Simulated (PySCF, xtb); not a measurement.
C3H6, SMILES C=CC.

Harmonic wavenumbers (cm⁻¹) from GFN2-xTB in xtb at its own minimum, in rising order: 166, 425, 581, 893, 934, 977, 1015, 1050, 1170, 1291, 1396, 1421, 1478, 1486, 1726, 2998, 3012, 3039, 3053, 3097, 3124.

What does ωB97X-D3(BJ)/def2-TZVP run with PySCF give at its own minimum? (The exact figures need the calculation; the answer reports its results.)

201, 428, 597, 940, 952, 968, 1037, 1084, 1201, 1336, 1416, 1460, 1487, 1501, 1749, 3054, 3112, 3137, 3154, 3166, 3243. Paired by order, the mean absolute difference is 43 cm⁻¹ and the zero-point energies are 49.1 and 50.4 kcal/mol.
